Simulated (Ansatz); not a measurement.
**Relative stability**

Two relaxed structures of CH₄NSi (charge +1), singlet (PBE0-D4/def2-TZVP; forces vanish, vibrations not checked).

A:

C1  (-0.682, 0.627, -0.352)
Si2  (0.802, 0.125, 0.354)
N3  (1.695, -1.237, 0.528)
H4  (1.412, -2.137, 0.157)
H5  (-0.623, 1.256, -1.243)
H6  (-1.497, 0.884, 0.328)
H7  (2.582, -1.262, 1.015)
(Å)

B:

```xyz
7
angstrom
C 0.5653 -0.3639 0.2367
Si -0.9673 0.6228 -0.4050
N 1.4692 -0.9459 0.6151
H -1.8892 -0.4747 -0.7455
H -0.3777 1.3577 -1.5376
H -1.3101 1.4201 0.7855
H 2.2699 -1.4614 0.9504
```

Program: Ansatz 0.2.0. Basis: def2-TZVPP. Cores are frozen in the correlated methods. B3LYP uses VWN-RPA correlation.

Task: Which structure is lower at CCSD(T), and by how much? (To be estimated.)

Result: The calculation gives: B, by 18.26 kcal/mol (electronic energy, against the other). By their contacts, A is CH₄NSi ([CH2][Si][NH2]), total charge +1 and B is CH₄NSi ([NH][C][SiH3]), total charge +1.

All methods give the same order:

```csv
method,E(B) − E(A) (kcal/mol)
PBE-D4,-12.24
r2SCAN-D4,-14.75
PBE0-D4,-15.32
B3LYP-D4,-16.96
wB97M-V,-18.63
HF,-32.81
MP2,-22.08
CCSD,-20.53
CCSD(T),-18.26
```

No T1 diagnostic of these runs exceeds 0.022. The restricted Hartree–Fock reference is unstable towards an unrestricted one at one or more of these structures. A large double-excitation amplitude points to some diradical character; no triplet was computed.

Labels in which every atom is bracketed show which atoms are joined, not bond orders.

For scale, one of the runs: CCSD(T)/def2-TZVPP, 160 basis functions, launched by `ansatz run in.yaml --threads 2 --pin off --events-out ev --progress --plain --max-ram 4352MiB`. Time: 23 s of wall clock on 2 CPU threads of an Intel Xeon Platinum 8259CL; the host was shared. Peak host memory: 1.1 GiB.
